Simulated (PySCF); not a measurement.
**How well do the runs reproduce experiment for oxazole?**

**Measured values to compare with.**

From NIST CCCBDB Release 22 (SRD 101), experimental dipoles, for the gas: dipole moment 1.503 D.

The runs below try to reproduce these values; the comparison stands at the end.

Oxazole, C₃H₃NO.
SMILES with atom numbers: `[cH:1]1[cH:2][o:3][cH:4][n:5]1` (hydrogens: H6 on C1; H7 on C2; H8 on C4)

Cartesian coordinates in Å at the PBE0-D3(BJ)/def2-TZVP level; atoms count from 1:
```
atom  x, y, z in Å
C1    -0.514    0.398    0.778
C2    -0.844    0.201   -0.514
O3     0.222   -0.370   -1.134
C4     1.148   -0.485   -0.166
N5     0.777   -0.050    0.986
H6    -1.105    0.827    1.571
H7    -1.717    0.388   -1.116
H8     2.094   -0.923   -0.444
```

Runs made with PySCF (gas phase, on this PBE0-D3(BJ)/def2-TZVP geometry; no spin–orbit coupling):

| level | job | basis functions | wall time |
| --- | --- | --- | --- |
| PBE0-D3(BJ)/def2-TZVP, grid level 2 | geometry optimisation from a GFN2-xTB start shaken at random | 173 | 84 s |
| B97-2/pcSseg-2 | shieldings, ring-centre shieldings | 222 | 14 s |
| KT3/pcSseg-2 | shieldings, ring-centre shieldings | 222 | 26 s |
| PBE0/pcSseg-2 | shieldings, ring-centre shieldings, charges and field gradients | 222 | 15 s |
| wB97X-D/pcSseg-2 | shieldings, ring-centre shieldings | 222 | 18 s |
| CAM-B3LYP/aug-cc-pVTZ | 10 singlets by full TDDFT, 4 Tamm–Dancoff triplets, polarisability | 299 | 27 s |
| PBE0/aug-cc-pVTZ | 10 singlets by full TDDFT, 4 Tamm–Dancoff triplets, polarisability, dynamic polarisability | 299 | 28 s |
| wB97X-D/aug-cc-pVTZ | 10 singlets by full TDDFT, 4 Tamm–Dancoff triplets, polarisability, ΔSCF ions | 299 | 49 s |

Hardware: an AMD EPYC 7R43 with one thread, on a shared host.

Results beside the measurements:

**Dipole moment.** Measured: 1.503 D (NIST CCCBDB Release 22 (SRD 101), experimental dipoles).

| level | computed (D) | computed − measured (D) | % (from the printed values) |
| --- | --- | --- | --- |
| PBE0-D3(BJ)/def2-TZVP | 1.565 | +0.062 | +4 |
| B97-2/pcSseg-2 | 1.572 | +0.069 | +5 |
| KT3/pcSseg-2 | 1.510 | +0.007 | 0 |
| PBE0/pcSseg-2 | 1.585 | +0.082 | +5 |
| wB97X-D/pcSseg-2 | 1.612 | +0.109 | +7 |
| CAM-B3LYP/aug-cc-pVTZ | 1.582 | +0.079 | +5 |
| PBE0/aug-cc-pVTZ | 1.564 | +0.061 | +4 |
| wB97X-D/aug-cc-pVTZ | 1.590 | +0.087 | +6 |

Closest is KT3/pcSseg-2 (+0.007 D), furthest wB97X-D/pcSseg-2 (+0.109 D); one molecule doesn't rank methods. All 8 levels lie above the measurement. The computed dipoles belong to one fixed geometry; measured ones are averaged over vibrations unless marked μe. Magnitudes are compared, not signs.

No measured geometry was used, and the causes of the misses weren't examined.
